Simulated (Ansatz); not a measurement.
## C₅H₁₀S, SMILES C=C(C)CCS: a ranking of conformers, step by step

Computed with the Ansatz DFT code, driven from Python.

Run as a notebook:

```python
import ansatz as az
from rdkit import Chem
from rdkit.Chem import AllChem
```

```python
rd = Chem.AddHs(Chem.MolFromSmiles("C=C(C)CCS"))
ids = list(AllChem.EmbedMultipleConfs(rd, numConfs=20, randomSeed=569, pruneRmsThresh=0.4))
field = [energy for _, energy in AllChem.MMFFOptimizeMoleculeConfs(rd)]
distinct = {round(e, 2): i for i, e in zip(ids, field)}
chosen = sorted(distinct.items())[:3]
found = []
for force_field, index in chosen:
    mol = az.Crystal.molecule()
    for atom, xyz in zip(rd.GetAtoms(), rd.GetConformer(index).GetPositions()):
        mol = mol.atom(atom.GetSymbol(), xyz.round(5).tolist())
    calculation = (
        mol.calculation()
        .basis(gaussian="def2-SVP")
        .functional("pbe")
    )
    found.append(calculation.run(threads=1).report["free_energy_ev"])
print("conformer   MMFF (kcal/mol)   this level (eV)")
for (force_field, index), e in zip(chosen, found):
    print(f"{index:9d} {force_field - chosen[0][0]:17.2f} {(e - min(found)):17.3f}")
```

    conformer   MMFF (kcal/mol)   this level (eV)
            2              0.00             0.009
            1              0.10             0.013
            0              0.35             0.000

Notes:
- The settings weren't tested for convergence.
- The conformers keep their force-field geometries.
- Finished in 15 s on 1 thread of Arm Neoverse V2, on a shared host, peak memory 0.3 GiB.
